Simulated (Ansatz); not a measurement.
Process, species as SMILES: [SiH4] (SiH4) → [SiH3-] + H+
B3LYP-D3(BJ)/def2-TZVP geometries, fixed; electronic energies without zero-point terms.

Basis-set convergence of the deprotonation energy at HF with Ansatz (an electronic-structure program). Cartesian d functions, on some or all atoms, in 6-31G*, 6-31+G*, 6-311G**, 6-311+G**; all else is spherical. No added dispersion term, no relativity. Functions are those of the species that has most. Reference: the value in aug-pcseg-3, 386.76 kcal/mol, itself unsure by roughly 0.16 kcal/mol (its mean distance from aug-cc-pV(Q+d)Z, def2-QZVPPD). Deviations are taken from unrounded values.

```
basis            functions  deprotonation energy (kcal/mol)
---------------  ---------  -------------------------------
6-31G*                  27                           388.51
6-31+G*                 31                           383.84
def2-SVP                38                           389.58
def2-SVPD               56                           388.56
pcseg-1                 38                           386.51
aug-pcseg-1             63                           384.56
cc-pV(D+d)Z             43                           389.89
aug-cc-pV(D+d)Z         68                           384.53
6-311G**                51                           387.10
6-311+G**               55                           385.09
def2-TZVP               61                           388.57
def2-TZVPD              79                           387.39
pcseg-2                 90                           387.62
aug-pcseg-2            142                           386.45
cc-pV(T+d)Z             95                           389.39
aug-cc-pV(T+d)Z        147                           386.28
def2-TZVPP              98                           388.65
def2-TZVPPD            116                           387.51
cc-pV(Q+d)Z            184                           387.77
aug-cc-pV(Q+d)Z        273                           386.74
def2-QZVPP             190                           387.47
def2-QZVPPD            208                           387.06
pcseg-3                196                           387.02
aug-pcseg-3            285                           386.76
```

What the diffuse functions change, pair by pair:
- 6-31G* to 6-31+G*: 4 more functions, deviation 1.75 to -2.92 kcal/mol
- def2-SVP to def2-SVPD: 18 more functions, deviation 2.82 to 1.80 kcal/mol
- pcseg-1 to aug-pcseg-1: 25 more functions, deviation -0.25 to -2.20 kcal/mol
- cc-pV(D+d)Z to aug-cc-pV(D+d)Z: 25 more functions, deviation 3.13 to -2.22 kcal/mol
- 6-311G** to 6-311+G**: 4 more functions, deviation 0.34 to -1.66 kcal/mol
- def2-TZVP to def2-TZVPD: 18 more functions, deviation 1.82 to 0.63 kcal/mol
- pcseg-2 to aug-pcseg-2: 52 more functions, deviation 0.86 to -0.31 kcal/mol
- cc-pV(T+d)Z to aug-cc-pV(T+d)Z: 52 more functions, deviation 2.63 to -0.48 kcal/mol
- def2-TZVPP to def2-TZVPPD: 18 more functions, deviation 1.89 to 0.75 kcal/mol
- cc-pV(Q+d)Z to aug-cc-pV(Q+d)Z: 89 more functions, deviation 1.01 to -0.01 kcal/mol
- def2-QZVPP to def2-QZVPPD: 18 more functions, deviation 0.71 to 0.30 kcal/mol
- pcseg-3 to aug-pcseg-3: 89 more functions, deviation 0.26 to 0.00 kcal/mol

Leaving out the reference's own pair, they bring the value nearer the reference by more than 0.16 kcal/mol in 8 of 11 pairs.
